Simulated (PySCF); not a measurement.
A series of substituents X on one scaffold: NC-X. Isolated molecules, 0 K electronic values unless said otherwise. Strings in code marks are SMILES.

The brightest of the four lowest singlets (TDA) from two functionals at the same geometries (B3LYP-D3(BJ)/def2-TZVP), both in PySCF: PBE-D3(BJ)/def2-TZVP and B3LYP-D3(BJ)/def2-TZVP. B3LYP has the VWN-RPA correlation part, as in Gaussian. Excitations are Tamm–Dancoff values on a coarser integration grid. The basis has no diffuse functions, so Rydberg states are missing or too high.

```csv
species,B3LYP-D3(BJ)/def2-TZVP (eV)
X = vinyl,6.56
X = isocyano,7.13
X = thioformyl (`C(C=S)#N`),5.41
```

**Question.** What does PBE-D3(BJ)/def2-TZVP give for each?

**Answer.** 
- X = vinyl: 6.42
- X = isocyano: 6.51
- X = thioformyl (`C(C=S)#N`): 5.14
Over these rows, drawn at random from the members with no instability flagged (it was tested for open shells, ions and some series alone), PBE minus B3LYP-D3(BJ): mean -0.35 eV, from -0.62 eV to -0.14 eV.
